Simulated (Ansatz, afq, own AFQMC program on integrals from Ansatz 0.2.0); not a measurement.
**Where AFQMC and coupled cluster stand for CH3Si, doublet**

```xyz
5

C    -0.7135    0.4543   -0.2790
Si    1.1266    0.1284   -0.6183
H    -1.3949   -0.3625   -0.5706
H    -0.9505    1.3131   -0.9431
H    -0.9482    0.7808    0.7480
```

Connectivity, by distances: CH3–Si.

Basis def2-TZVP. Only valence electrons are correlated. AFQMC by an in-house program on the Cholesky factors that Ansatz 0.2.0 writes for its CCSD(T) run. ph-AFQMC/CISD is guided by a CISD state made of CCSD amplitudes; releasing the constraint for a short imaginary time cuts its bias at the price of noise, slowly where states lie close. Uncertainties: one standard error, sampling alone.

Determinant: UHF, the one that the program's search chose, which needn't be the lowest solution. The geometry is a PBE0/def2-SVP stationary point of this or a neighbouring charge and spin state.

No full CI on the walks' own integrals is used here; CCSDT(Q) serves as the reference and is uncertain by about the last step of the cluster series.

Cautions: the released energies are still falling, so no released level is given (meV from the phaseless value at times in 1/Eh: -6 ± 4 at 0.24, -14 ± 3 at 0.51, -15 ± 4 at 0.99, -21 ± 5 at 1.62, -24 ± 6 at 2.40), though the last usable value meets CCSDT(Q) within the noise.

- T1 diagnostic: 0.0212
- weight of the determinant in the CISD state: 0.861
- ⟨S²⟩ of the determinant: 0.788
- size of the correlated space: 11 electrons in 80 orbitals

Reference: CCSDT(Q), correlation energy -8.014 eV.

```csv
level,E − E(reference) (kcal/mol),share of correlation (%)
HF,184.81,0.00
MP2,29.28,84.16
CCSD,7.61,95.88
CCSD(T),0.94,99.49
CCSDT,0.28,99.85
ph-AFQMC/CISD,0.46 ± 0.11,99.75
```
